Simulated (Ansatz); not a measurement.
**CH₃Al (triplet): from Hartree-Fock to the top rungs, cc-pVTZ**

One table from this session's results is given with a row withheld; the runs are named, their logs left out.

The runs use Ansatz 0.2.0, Gaussian basis; cc-pVTZ, core rule «outside noble gas», up to 6 orbitals frozen.

To be run: UHF; CCSD(T) on ROHF; CCSD(T) on UHF; BCCD(T) on ROHF; CCSDT(Q) on ROHF; CCSDT(Q) on UHF.

5 further runs of the same task are left out: 2 for a known fault of the program, 3 set aside as unsound or not needed.

### What is computed

The geometry is a PBE0/def2-TZVP stationary point (not a proven minimum).

5 atoms, charge 0, spin multiplicity 3.

Atoms are counted from 1 here; the program's logs count them from 0.

Bond lengths: Al1–C2 1.889 Å, Al1–H3 1.584 Å, Al1–H4 1.584 Å, C2–H5 1.082 Å. Angles: C2–Al1–H3 119.2°, C2–Al1–H4 119.2°, H3–Al1–H4 121.5°, Al1–C2–H5 180.0°.

The first run:

Input file in.yaml:

```yaml
crystal:
  periodic: [false, false, false]
  atoms:
    - {symbol: Al, position_ang: [0.000000, 0.000000, 0.574312]}
    - {symbol: C, position_ang: [0.000000, 0.000000, -1.315163]}
    - {symbol: H, position_ang: [0.000000, 1.382040, 1.347560]}
    - {symbol: H, position_ang: [0.000000, -1.382040, 1.347560]}
    - {symbol: H, position_ang: [0.000000, 0.000000, -2.397288]}
basis:
  gaussian: {orbitals: cc-pVTZ}
magnetization: {spin_polarized: true, initial_magnetization: 2}
hamiltonian: {xc: hf}
output: {orbitals: {seedname: orbitals}}
```

The run is started by

```sh
$ ansatz run in.yaml --threads 1 --pin off --events-out ev --progress --plain --max-ram 4096MiB --backend cpu
```

Among the steps run: UHF; CCSD(T) on ROHF; CCSD(T) on UHF; BCCD(T) on ROHF; CCSDT(Q) on ROHF; CCSDT(Q) on UHF.

One of the session's tables, all rows but one given; the rest of the session is left out.

```
   method  from UCCSDT(Q) (kcal/mol)
     ROHF                    +149.65
      UHF                    +145.03
     RMP2                     +25.87
     UMP2                     +26.30
    RCCSD                      +4.71
    UCCSD                          ?
 RCCSD(T)                      +0.78
 UCCSD(T)                      +0.77
  BCCD(T)                      +0.78
   RCCSDT                      +0.17
   UCCSDT                      +0.13
RCCSDT(Q)                      +0.04
UCCSDT(Q)                          0
```

Estimate the missing values for UCCSD.

**Answer.** from UCCSDT(Q) (kcal/mol): +4.59. In the column «from UCCSDT(Q) (kcal/mol)» it lies between BCCD(T) (+0.78) and RCCSD (+4.71).

With the free atoms at the same levels and basis (separate runs), the atomisation energy is 13.008 eV at UCCSDT(Q), 13.003 eV at RCCSD(T), 13.001 eV at UCCSD(T), 10.630 eV at ROHF.

Caveats from the session: Restricted and unrestricted rows rest on different reference determinants; where their highest levels disagree by more than a few hundredths of an eV, they describe different states and don't form one ladder.
